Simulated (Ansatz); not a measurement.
Tetragonal perovskite BaTiO₃ (room-temperature form, which distorts further on cooling) was calculated with PBE in Ansatz (plane waves, PAW).

Settings: plane-wave cutoff 520 eV, 8×8×8 k mesh, Fermi–Dirac smearing 0.01 eV, no spin polarisation, scalar-relativistic PAW data made under PBE.

The cell is scaled about its equilibrium volume:

Shape and atoms are relaxed at each volume.

```tsv
V (Å³/atom)	P (GPa)	direct gap at Γ (eV)	smallest gap on the k mesh (eV)	c (Å)
12.814	4.39	2.268	1.874	4.067
13.081	1.94	2.333	1.856	4.129
13.348	0.01	2.390	1.844	4.202
13.615	-1.48	2.441	1.837	4.284
13.882	-2.50	2.492	1.839	4.381
```

The fundamental gap (1.84 eV at the equilibrium volume, with added k points) lies elsewhere than Γ–Γ.

Note: the relaxation could not lower the start's symmetry, so the cell can be a saddle point above a distorted one; the bulk modulus comes from volumes at which shape and atoms were relaxed.

Spin–orbit coupling is not included.

Ansatz is an electronic-structure program.
